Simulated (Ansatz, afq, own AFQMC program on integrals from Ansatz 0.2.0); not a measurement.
CH₂⁺, doublet: AFQMC among the cluster methods

```xyz
3

C     0.0000    0.0000   -0.8932
H     0.0000    0.0000    2.8798
H     0.0000    0.0000   -1.9867
```

Basis cc-pVDZ. Noble-gas cores (and the filled d shells of Ga–Kr and In–Xe) are frozen. Integrals, coupled cluster, full CI and functionals: Ansatz 0.2.0; the random walks run on the same integrals in our own AFQMC program. The CISD trial takes its coefficients from CCSD amplitudes. Released means that phaseless walkers are propagated on without the constraint, phases kept. Uncertainties: one standard error, sampling alone.

Determinant: ROHF, the one that the program's search chose, which needn't be the lowest solution. The geometry is a point of a scan.

Full CI on the same integrals is exact in this basis and with this determinant's frozen core.

Cautions: a spin-contaminated unrestricted determinant lies lower (UHF 263 meV lower, ⟨S²⟩ 1.26); the released energies have errors that jump between times, so the bars are unsure, so no released level is given (meV from the phaseless value at times in 1/Eh: -2.7 ± 1.5 at 0.24, 12 ± 14 at 0.51, -3.8 ± 1.1 at 0.99, -0.8 ± 2.0 at 1.62, -4.9 ± 1.5 at 2.40), though the last usable value meets full CI within the noise.

The T1 diagnostic is 0.0096. The weight of the determinant in the CISD state is 0.925 and the size of the correlated space is 5 electrons in 23 orbitals.

Reference: full CI, correlation energy -2.737 eV.

| level | E − E(reference) (kcal/mol) | share of correlation (%) |
| --- | --- | --- |
| HF | 63.11 | 0.00 |
| MP2 | 20.56 | 67.42 |
| CCSD | 1.18 | 98.13 |
| CCSD(T) | 0.31 | 99.51 |
| CCSDT | 0.07 | 99.89 |
| CCSDT(Q) | 0.02 | 99.97 |
| CCSDTQ | 0.00 | 100.00 |
| ph-AFQMC/CISD | 0.08 ± 0.03 | 99.88 |

CCSDT and higher add their correlation energy to the determinant of the CCSD(T) run, since their own runs factorise the integrals more tightly (a shift of under 2 meV). A walk keeps the symmetry of its determinant, which the program's search chose and which needn't be the lowest solution, so a lower state of the same spin and another symmetry isn't excluded.
